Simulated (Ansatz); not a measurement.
The reference is Pd in the fcc (Cu type) structure (space group Fm-3m, No. 225).

```
Pd
1.0
    0.00000     1.97138     1.97138
    1.97138     0.00000     1.97138
    1.97138     1.97138     0.00000
Pd
1
Direct
  0.00000   0.00000   0.00000
```

The values are results of Ansatz (a first-principles code) PBE, no spin-orbit coupling, not measurements.

Perturbation: Pt takes the place of Pd on all its sites; the structure is relaxed again.

Measured lattice parameter a: Pd 3.876 Å (static lattice; corrected from measurement; as listed in Daniel Mejia-Rodriguez, S. B. Trickey, Phys. Rev. B (2018)); Pt 3.913 Å (static lattice; corrected from measurement; as listed in Daniel Mejia-Rodriguez, S. B. Trickey, Phys. Rev. B (2018)).

Task: How well does PBE reproduce the measured shift?

Result: With PBE the lattice parameter a moves by +0.028 Å (3.943 → 3.970) against +0.037 Å measured.

Whether these cells are dynamically stable was not tested. The final runs are not spin-polarised. Pt lies near a magnetic instability that expansion can trigger; it was not tested.
